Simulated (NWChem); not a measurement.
Molecule: C₄H₆; SMILES C1=CCC1

```xyz
10

C      0.0000     0.6769     0.8166
C      0.0000    -0.6769     0.8166
C      0.0000    -0.7849    -0.6971
C      0.0000     0.7849    -0.6971
H      0.0000     1.4368     1.6146
H      0.0000    -1.4368     1.6146
H      0.8999    -1.2534    -1.1507
H     -0.8999    -1.2534    -1.1507
H     -0.8999     1.2534    -1.1507
H      0.8999     1.2534    -1.1507
```
Atoms are numbered in this order, from 1.

Level: PBE-D3(BJ)/def2-SVP (NWChem), optimised geometry, unscaled harmonic frequencies. 

Problem. List the harmonic frequencies with IR intensities, and the thermochemistry.

Solution. 
```json
[
 {"frequency (cm⁻¹)": "312", "IR intensity (km/mol)": "0.0"},
 {"frequency (cm⁻¹)": "621", "IR intensity (km/mol)": "44.6"},
 {"frequency (cm⁻¹)": "832", "IR intensity (km/mol)": "0.8"},
 {"frequency (cm⁻¹)": "839", "IR intensity (km/mol)": "12.5"},
 {"frequency (cm⁻¹)": "890", "IR intensity (km/mol)": "15.9"},
 {"frequency (cm⁻¹)": "891", "IR intensity (km/mol)": "1.5"},
 {"frequency (cm⁻¹)": "908", "IR intensity (km/mol)": "0.0"},
 {"frequency (cm⁻¹)": "974", "IR intensity (km/mol)": "0.5"},
 {"frequency (cm⁻¹)": "994", "IR intensity (km/mol)": "0.0"},
 {"frequency (cm⁻¹)": "1053", "IR intensity (km/mol)": "3.7"},
 {"frequency (cm⁻¹)": "1113", "IR intensity (km/mol)": "0.1"},
 {"frequency (cm⁻¹)": "1120", "IR intensity (km/mol)": "0.0"},
 {"frequency (cm⁻¹)": "1169", "IR intensity (km/mol)": "2.0"},
 {"frequency (cm⁻¹)": "1183", "IR intensity (km/mol)": "2.4"},
 {"frequency (cm⁻¹)": "1283", "IR intensity (km/mol)": "10.7"},
 {"frequency (cm⁻¹)": "1383", "IR intensity (km/mol)": "0.8"},
 {"frequency (cm⁻¹)": "1407", "IR intensity (km/mol)": "0.6"},
 {"frequency (cm⁻¹)": "1604", "IR intensity (km/mol)": "0.6"},
 {"frequency (cm⁻¹)": "2972", "IR intensity (km/mol)": "35.0"},
 {"frequency (cm⁻¹)": "2977", "IR intensity (km/mol)": "36.8"},
 {"frequency (cm⁻¹)": "3023", "IR intensity (km/mol)": "0.0"},
 {"frequency (cm⁻¹)": "3033", "IR intensity (km/mol)": "35.7"},
 {"frequency (cm⁻¹)": "3106", "IR intensity (km/mol)": "12.3"},
 {"frequency (cm⁻¹)": "3137", "IR intensity (km/mol)": "18.5"}
]
```

```yaml
zero_point_energy: 52.6 kcal/mol
thermal correction to the enthalpy at 298.15 K (with zero-point energy): 55.7 kcal/mol
heat capacity Cv: 13.8 cal/(mol K)
entropy at 298.15 K and 1 atm (symmetry number 2): 62.8 cal/(mol K)
dipole_moment: 0.20 D
```

Rigid rotor and harmonic oscillator.
